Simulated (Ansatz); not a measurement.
Geometry optimisation, RKS PBE-D4/def2-SVP in Ansatz.

input.yaml

```yaml
crystal:
  periodic: [false, false, false]
  atoms:
    - { symbol: B, position_ang: [0.0, 0.0, 0.0] }
    - { symbol: Cl, position_ang: [0.0, 0.0, 1.86] }
    - { symbol: F, position_ang: [1.1431, 0.0, -0.66] }
    - { symbol: H, position_ang: [-1.0305, 0.0, -0.595] }
basis:
  gaussian: { orbitals: def2-SVP }
hamiltonian:
  xc: pbe
  dispersion: d4
relax:
  f_tol: 0.02
  max_steps: 40
```

Launched with:

```bash
$ ansatz run input.yaml --threads 1 --pin off --max-ram 2048MiB --backend cpu --events-out ev --progress --plain --runs-dir out
```

Task: Where does it end, and by what steps?

Result: The forces met the threshold. After 5 steps the energy has fallen by 0.116 eV; Cl2 moved furthest, 0.08 Å.

| step | energy less start (eV) | largest force component (eV/Å) | accepted |
| --- | --- | --- | --- |
| 0 | 0.0000 | 1.889 | yes |
| 1 | -0.0870 | 1.112 | yes |
| 2 | -0.1144 | 0.150 | yes |
| 3 | -0.1156 | 0.082 | yes |
| 4 | -0.1158 | 0.039 | yes |
| 5 | -0.1158 | 0.001 | yes |

```xyz
4
Properties=species:S:1:pos:R:3
B -0.003 0.000 0.029
Cl 0.014 0.000 1.783
F 1.149 0.000 -0.622
H -1.048 0.000 -0.585
```

Whether the end is a true minimum wasn't checked by a vibrational analysis.

Run time: 6.6 s on 1 thread of Arm Neoverse V2, with other jobs on the host, peak memory 0.12 GiB.
